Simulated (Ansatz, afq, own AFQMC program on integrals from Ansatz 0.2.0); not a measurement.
AlNH₂, singlet → AlNH2⁺, doublet

```xyz
4

Al    0.0000    0.0000    0.6968
N     0.0000    0.0000   -1.0992
H     0.0000    0.8223   -1.6887
H     0.0000   -0.8223   -1.6887
```

Connectivity, by distances: Al–NH2.

E(doublet, charge +1) − E(singlet, charge +0) at this geometry, on RHF and UHF determinants.

Basis cc-pVTZ. Noble-gas cores (and the filled d shells of Ga–Kr and In–Xe) are frozen. Ansatz 0.2.0 and our own AFQMC program on the same integrals; the CISD trial comes from CCSD amplitudes, and released means the phaseless constraint is let go. ± is one standard error of the sampling. The errors of all members are added in quadrature.

No full CI on the walks' own integrals is used here; CCSDT(Q) serves as the reference and is uncertain by about the last step of the cluster series. Each member takes its own surest rung, up to full CI.

The best estimate is CCSD(T) at the basis-set limit (CBS: def2-TZVPP and def2-QZVPP, with their diffuse functions for anions and beside diffuse sets, CCSD(T) itself extrapolated) plus the step from CCSD(T) to CCSDT(Q) in cc-pVTZ. Rows without CBS are in cc-pVTZ; B2PLYP and the wave-function rows carry a basis error of their own. Core correlation and relativity beyond core potentials are missing, and ± holds the sampling alone.

Best estimate: 823.3 kJ/mol.

```json
{"level": "HF", "vertical ionization energy (kJ/mol)": "715.5", "error against the best estimate (kJ/mol)": "-107.8"}
{"level": "MP2", "vertical ionization energy (kJ/mol)": "790.3", "error against the best estimate (kJ/mol)": "-33.0"}
{"level": "CCSD", "vertical ionization energy (kJ/mol)": "812.7", "error against the best estimate (kJ/mol)": "-10.6"}
{"level": "CCSD(T)", "vertical ionization energy (kJ/mol)": "814.5", "error against the best estimate (kJ/mol)": "-8.8"}
{"level": "CCSDT", "vertical ionization energy (kJ/mol)": "814.4", "error against the best estimate (kJ/mol)": "-8.8"}
{"level": "CCSDT(Q)", "vertical ionization energy (kJ/mol)": "814.5", "error against the best estimate (kJ/mol)": "-8.8"}
{"level": "ph-AFQMC/CISD", "vertical ionization energy (kJ/mol)": "815.1 ± 0.6", "error against the best estimate (kJ/mol)": "-8.2 ± 0.6"}
{"level": "released AFQMC", "vertical ionization energy (kJ/mol)": "814.3 ± 0.9", "error against the best estimate (kJ/mol)": "-9.0 ± 0.9"}
{"level": "HF/CBS", "vertical ionization energy (kJ/mol)": "717.7", "error against the best estimate (kJ/mol)": "-105.6"}
{"level": "MP2/CBS", "vertical ionization energy (kJ/mol)": "802.8", "error against the best estimate (kJ/mol)": "-20.5"}
{"level": "CCSD(T)/CBS", "vertical ionization energy (kJ/mol)": "823.3", "error against the best estimate (kJ/mol)": "0.0"}
{"level": "PBE", "vertical ionization energy (kJ/mol)": "806.3", "error against the best estimate (kJ/mol)": "-17.0"}
{"level": "r2SCAN", "vertical ionization energy (kJ/mol)": "793.4", "error against the best estimate (kJ/mol)": "-29.9"}
{"level": "PBE0", "vertical ionization energy (kJ/mol)": "806.7", "error against the best estimate (kJ/mol)": "-16.6"}
{"level": "B3LYP", "vertical ionization energy (kJ/mol)": "819.5", "error against the best estimate (kJ/mol)": "-3.8"}
{"level": "wB97M-V", "vertical ionization energy (kJ/mol)": "819.4", "error against the best estimate (kJ/mol)": "-3.9"}
{"level": "B2PLYP", "vertical ionization energy (kJ/mol)": "806.8", "error against the best estimate (kJ/mol)": "-16.4"}
```

Correlation beyond CCSD(T) changes it by less than 2 meV. Going to the basis-set limit adds 8.8 kJ/mol at CCSD(T). The perturbative (T) step is worth +1.8 kJ/mol. The functionals spread over 26.1 kJ/mol; B3LYP and wB97M-V come nearest and r2SCAN is 29.9 kJ/mol too low.

Best estimates are given only where the step beyond CCSD(T) is under 0.3 eV and no member's determinant is very poor (T1 over 0.05, or 0.07 for open shells, ⟨S²⟩ too high by 0.3, two states mixed), so the hardest cases are missing from such tables.

The functionals ran in a triple-zeta set and keep a basis error of their own, a few kJ/mol for each bond in atomization energies and more for double hybrids, so close places among them and the extrapolated levels can swap.

CCSDT and higher add their correlation energy to the determinant of the CCSD(T) run, since their own runs factorise the integrals more tightly (a shift of under 2 meV). Each member of a difference takes its own highest rung, so a best estimate needn't equal the limit plus the step of one row. A walk keeps the symmetry of its determinant, which the program's search chose and which needn't be the lowest solution, so a lower state of the same spin and another symmetry isn't excluded. Released energies are given only where the last usable release times agree within the noise; a slower fall can still hide under it.
